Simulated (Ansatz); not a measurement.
GeH⁺, triplet: the ladder up to full CI

Geometry: that of the GeH, doublet, kept fixed. The singlet lies 2.3 eV lower here.

```xyz
2

Ge    0.0000    0.0000    0.0000
H     0.0000    0.0000    1.6012
```

Basis cc-pVTZ; Ansatz 0.2.0. Only valence electrons are correlated (noble-gas cores and the filled d shells of p-block atoms frozen), which leaves 4 electrons in 43 orbitals. R marks a restricted (for open shells ROHF) determinant, U an unrestricted one. Active spaces: valence = (4e, 5o) chosen from the atoms' valence shells. No spin–orbit coupling is included, and no scalar relativity.

Full CI is exact within this basis and frozen core; it isn't the basis-set limit. The frozen core follows each run's orbitals, which can shift R against U totals by a few meV for light atoms and by up to 0.1 eV past Ca.

For open shells CISD is restricted-active-space CI with the open shells as a complete middle space.

The UHF ⟨S²⟩ is 2.025 and the T1 diagnostic (RCCSD) is 0.0395. The largest doubles amplitude (RCCSD) is 0.089.

```tsv
level	E − E(RHF) (eV)
RMP2	-1.4272
RCCSD	-1.8559
RCCSD(T)	-1.9026
```

**Question.** Estimate how far full CI in cc-pVTZ lies from RCCSD(T). The table doesn't fix it; the size of (T) and the diagnostics are the guide.

**Answer.** Full CI in cc-pVTZ lies 0.45 mEh below RCCSD(T), which is 26 % of the (T) step (-1.72 mEh). T1 is raised, and the rest is a large part of (T).

The other levels:

```csv
level,E − E(full CI) (mEh),share of correlation (%),wall time
CISD,2.01,97.14,0.75 s
BCCD(T),0.44,99.38,1.1 s
RCCSDT,-0.03,100.04,–
RCCSDT(Q),-0.05,100.07,4.3 s
CASSCF (valence space),41.49,41.04,–
NEVPT2 (valence space),10.19,85.52,0.84 s
MRCISD (valence space),1.05,98.50,–
MRCISD+Q (valence space),-0.11,100.15,1.1 s
```

The correlation energy at full CI, counted from RHF, is -1.915 eV. That run took 1.6 s on 1 thread of Intel Xeon 6975P-C, shared host over 203,780 determinants.

Run but not shown, since their state or frozen core can't be matched to the reference's or they repeat it: UHF, UMP2, UCCSD, UCCSD(T), UCCSDT, UCCSDT(Q).

Times hold each run's SCF and search for its determinant on a shared host, so for small cases they say little of a method's own cost; they ran on 1 thread of Intel Xeon 6975P-C.

The full-CI state has the irrep B1 of C2v, in the program's axes (one component, if the state is degenerate).

Natural occupations of full CI about the gap: 1.932 0.993 0.986 0.028 0.023 0.010 0.006 0.005 0.004 0.003; effectively unpaired electrons, Σ n²(2−n)², 2.02.
